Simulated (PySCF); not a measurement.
Homolysis of single bonds, series Al CH3-NH2. Gas-phase values, no solvent. Strings in code marks are SMILES.

The dipole moment from two functionals at the same geometries (B3LYP-D3(BJ)/def2-TZVP), both in PySCF: PBE-D3(BJ)/def2-TZVP and TPSSh-D3(BJ)/def2-TZVP. 

```csv
species,PBE-D3(BJ)/def2-TZVP (D)
whole molecule (`[Al]([CH3])([CH3])[CH3]`),0.01
whole molecule (`[CH3][Al]([CH3])[NH2]`),0.70
radical fragment (`[CH3][Al][NH2]`),0.91
radical fragment (`[NH2]`),1.90
whole molecule (`[CH3][Al]([NH2])[NH2]`),0.64
whole molecule (`[NH2][Al]([NH2])[NH2]`),0.00
```

**Question.** What does TPSSh-D3(BJ)/def2-TZVP give for each?

**Answer.** 
- whole molecule (`[Al]([CH3])([CH3])[CH3]`): 0.00
- whole molecule (`[CH3][Al]([CH3])[NH2]`): 0.71
- radical fragment (`[CH3][Al][NH2]`): 0.88
- radical fragment (`[NH2]`): 1.92
- whole molecule (`[CH3][Al]([NH2])[NH2]`): 0.66
- whole molecule (`[NH2][Al]([NH2])[NH2]`): 0.00
Over these rows, drawn at random from the members with no instability flagged (it was tested for open shells, ions and some series alone), PBE minus TPSSh-D3(BJ): mean 0.00 D, from -0.02 D to +0.03 D.
